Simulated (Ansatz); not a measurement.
Two isomers of CH5Si: A = `C[SiH2]`•, B = `[CH2][SiH3]`•.

Program: Ansatz. Geometries: PBE0-D4/def2-TZVP. ΔE: electronic, gas phase. CBS: MP2 limit from def2 TZ/QZ plus the TZ coupled-cluster correction, frozen cores. DFT in def2-TZVPP. Open shells (•) are unrestricted, without spin–orbit coupling.

Question: Which is lower in electronic energy at CCSD(T)/CBS, and by how much? (Estimate.)

Answer: Ansatz gave: A, by 11.0 kcal/mol.

Question: Give E(B) − E(A) in kcal/mol with PBE0-D4, r2SCAN-D4, MP2/def2-TZVPP, HF/def2-TZVPP, CCSD(T)/def2-TZVPP, B2PLYP, CCSD(T)/def2-SVP. (Estimate.)

Answer: The calculation gave: PBE0-D4 13.0, r2SCAN-D4 11.1, MP2/def2-TZVPP 13.6, HF/def2-TZVPP 4.4, CCSD(T)/def2-TZVPP 11.2, B2PLYP 11.1, CCSD(T)/def2-SVP 12.2. None reverses the order clearly.

Question: Does the order hold for the free energy at 298.15 K (harmonic terms from PBE0-D4)? (Estimate.)

Answer: Ansatz gave: Yes: G(B) − G(A) = +7.5 kcal/mol. Modes under 60 cm⁻¹, often nearly free rotors, make the harmonic entropy too high.

Largest T1 diagnostic: 0.012.

From BLYP to BHLYP (50 % exact exchange), in def2-TZVPP and without D4, E(B) − E(A) moves by −2.5 kcal/mol. Leaving LDA and LC-ωPBE aside and taking each functional with its dispersion term where it has one, the values, not all of them listed here, spread over 5.4 kcal/mol, from BHLYP-D4 to PBE-D4. LDA lies +3.2 kcal/mol from PBE without D4.
